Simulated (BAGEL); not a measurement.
**CH2BN (SMILES BC#N) at HF/6-31G(d) (density fitting with qzvpp-jkfit, spherical functions)**

Aim: the vertical ionisation energy of CH2BN at HF/6-31G* (density fitting with qzvpp-jkfit, spherical functions), from 2 runs. 

The results are computed with BAGEL 1.2.2.

1 further run of the same task is left out (set aside as unsound or not needed).

**1. The structure to begin with**

CH2BN: 5 atoms, total charge 0, spin state singlet. SMILES: `BC#N`. Geometry: relaxed at PBE0-D4/def2-TZVP.

Bond lengths: B1–C2 1.522 Å, C2–N3 1.154 Å, B1–H4 1.189 Å, B1–H5 1.189 Å. Angles: B1–C2–N3 180.0°, C2–B1–H4 118.9°, C2–B1–H5 118.9°, H4–B1–H5 122.2°.

**2. A single-point energy at HF/6-31G(d) (density fitting with qzvpp-jkfit, spherical functions)**

input.json

```json
{ "bagel" : [

{
  "title" : "molecule",
  "basis" : "6-31gs.json",
  "df_basis" : "qzvpp-jkfit",
  "angstrom" : true,
  "geometry" : [
    { "atom" : "B", "xyz" : [      -0.219200,       0.441300,      -0.341900 ] },
    { "atom" : "C", "xyz" : [       0.352700,      -0.696700,       0.490700 ] },
    { "atom" : "N", "xyz" : [       0.786500,      -1.559600,       1.122200 ] },
    { "atom" : "H", "xyz" : [      -0.744300,       0.187400,      -1.377600 ] },
    { "atom" : "H", "xyz" : [      -0.125900,       1.554000,       0.065300 ] }
  ]
},

{
  "title" : "hf"
},

{
  "title" : "print",
  "file" : "orbitals.molden",
  "orbitals" : true
}

]}
```

The basis set 6-31G* is read from a file made from the Basis Set Exchange's data (not shown).

Command:

```
$ BAGEL_NUM_THREADS=1 BAGEL input.json > input.out
```

The program printed:

```text
* using 1 threads per process

  ===============================================================
  ===============================================================

  *** Geometry ***

  { "atom" : "B", "xyz" : [     -0.414228,      0.833936,     -0.646097 ] },
  { "atom" : "C", "xyz" : [      0.666506,     -1.316572,      0.927289 ] },
  { "atom" : "N", "xyz" : [      1.486270,     -2.947217,      2.120651 ] },
  { "atom" : "H", "xyz" : [     -1.406523,      0.354135,     -2.603287 ] },
  { "atom" : "H", "xyz" : [     -0.237917,      2.936634,      0.123399 ] },

  Number of auxiliary basis functions:      263

  Since a DF basis is specified, we compute 2- and 3-index integrals:
    o Being stored without compression. Storage requirement is 0.004 GB

  Number of basis functions:       46
  Number of electrons      :       20

    * METHOD: MOLECULE                             0.05

  *** RHF ***

  === Nuclear Repulsion ===
    46.2072323494

      * DIIS with orbital gradients will be used.

  === RHF iteration (6-31gs.json) ===
      0       -117.99703925          0.03017934           0.01
      1       -118.05235428          0.02736005           0.00
      2       -118.14117241          0.00289221           0.00
      3       -118.14306548          0.00077109           0.00
      4       -118.14319412          0.00023229           0.00
      5       -118.14321904          0.00011832           0.00
      6       -118.14322791          0.00005329           0.00
      7       -118.14322978          0.00002687           0.00
      8       -118.14323018          0.00000692           0.00
      9       -118.14323019          0.00000124           0.00
     10       -118.14323019          0.00000027           0.00
     11       -118.14323019          0.00000009           0.00
     12       -118.14323019          0.00000004           0.00
     13       -118.14323019          0.00000002           0.00
     14       -118.14323019          0.00000001           0.00
     15       -118.14323019          0.00000001           0.00
    * SCF iteration converged.

    * Permanent dipole moment:
           (    0.438396,    -0.872323,     0.638252) a.u.

    * METHOD: HF                                   0.13

    * METHOD: PRINT                                0.01

  ===============================================================
```

It took 0.36 s on 1 thread of Arm Neoverse V1, shared host.

**3. The doublet cation**

hf.json

```json
{ "bagel": [

{
  "title": "molecule",
  "basis": "6-31gs.json",
  "df_basis": "qzvpp-jkfit",
  "angstrom": true,
  "geometry": [
    { "atom": "B", "xyz": [   -0.219200,    0.441300,   -0.341900 ] },
    { "atom": "C", "xyz": [    0.352700,   -0.696700,    0.490700 ] },
    { "atom": "N", "xyz": [    0.786500,   -1.559600,    1.122200 ] },
    { "atom": "H", "xyz": [   -0.744300,    0.187400,   -1.377600 ] },
    { "atom": "H", "xyz": [   -0.125900,    1.554000,    0.065300 ] }
  ]
},
{
  "title": "uhf",
  "charge": 1,
  "nopen": 1
},
{
  "title": "print",
  "file": "orbitals.molden",
  "orbitals": true
}

]}
```

The basis set 6-31G* is read from a file made from the Basis Set Exchange's data (not shown).

Command:

```
$ BAGEL_NUM_THREADS=1 BAGEL hf.json > hf.out
```

The program printed:

```text
* using 1 threads per process

  ===============================================================
  ===============================================================

  *** Geometry ***

  { "atom" : "B", "xyz" : [     -0.414228,      0.833936,     -0.646097 ] },
  { "atom" : "C", "xyz" : [      0.666506,     -1.316572,      0.927289 ] },
  { "atom" : "N", "xyz" : [      1.486270,     -2.947217,      2.120651 ] },
  { "atom" : "H", "xyz" : [     -1.406523,      0.354135,     -2.603287 ] },
  { "atom" : "H", "xyz" : [     -0.237917,      2.936634,      0.123399 ] },

  Number of auxiliary basis functions:      263

  Since a DF basis is specified, we compute 2- and 3-index integrals:
    o Being stored without compression. Storage requirement is 0.004 GB

  Number of basis functions:       46
  Number of electrons      :       20

    * METHOD: MOLECULE                             0.05

  *** Open-shell HF ***

  === Nuclear Repulsion ===
    46.2072323494

      * DIIS with orbital gradients will be used.

  === UHF iteration (6-31gs.json) ===
      0       -117.47738270          0.06713798           0.01
      1       -117.53837899          0.06884385           0.01
      2       -117.55419603          0.06396582           0.01
      3       -117.69919295          0.00726827           0.01
      4       -117.71052322          0.00603497           0.01
      5       -117.71596894          0.00495573           0.01
      6       -117.72720278          0.00242345           0.01
      7       -117.72795573          0.00170291           0.01
      8       -117.72897755          0.00100273           0.01
      9       -117.72907338          0.00043034           0.01
     10       -117.72917614          0.00010069           0.01
     11       -117.72920867          0.00003089           0.01
     12       -117.72922265          0.00001590           0.01
     13       -117.72923545          0.00001109           0.01
     14       -117.72924029          0.00001040           0.01
     15       -117.72924152          0.00001069           0.01
     16       -117.72924278          0.00001104           0.01
     17       -117.72924624          0.00001099           0.01
     18       -117.72924688          0.00001160           0.01
     19       -117.72924421          0.00001152           0.01
     20       -117.72927665          0.00000857           0.01
     21       -117.72928940          0.00000986           0.01
     22       -117.72928980          0.00000809           0.01
     23       -117.72928975          0.00000201           0.01
     24       -117.72928978          0.00000095           0.01
     25       -117.72928976          0.00000026           0.01
     26       -117.72928979          0.00000017           0.01
     27       -117.72928981          0.00000015           0.01
     28       -117.72928981          0.00000013           0.01
     29       -117.72928981          0.00000009           0.01
     30       -117.72928981          0.00000005           0.01
     31       -117.72928981          0.00000003           0.01
     32       -117.72928981          0.00000002           0.01
     33       -117.72928981          0.00000001           0.01
    * SCF iteration converged.

    * S^2 (UHF) is 0.7802

    * Permanent dipole moment:
           (    0.293344,    -0.583501,     0.427111) a.u.

    * METHOD: UHF                                  0.37

    * METHOD: PRINT                                0.01

  ===============================================================
```

Wall time 0.58 s (1 thread of Arm Neoverse V1, shared host).

**4. Summary of results**

At HF/6-31G* (density fitting with qzvpp-jkfit, spherical functions):

| quantity | value |
| --- | --- |
| singlet CH2BN: total energy | -118.14323 Eh |
| singlet CH2BN: dipole moment | 2.96 D |
| singlet CH2BN: HOMO energy | -12.77 eV |
| singlet CH2BN: LUMO energy | 0.80 eV |
| singlet CH2BN: HOMO–LUMO gap | 13.58 eV |
| doublet cation: total energy | -117.72929 Eh |
| doublet cation: ⟨S²⟩ | 0.780 |
| vertical ionisation energy (to the doublet cation) | 11.264 eV |

**Reading.** Removing an electron at fixed nuclei costs 11.26 eV (260 kcal/mol). −ε(HOMO) before ionisation, 12.77 eV, is 1.51 eV above this ionisation energy.
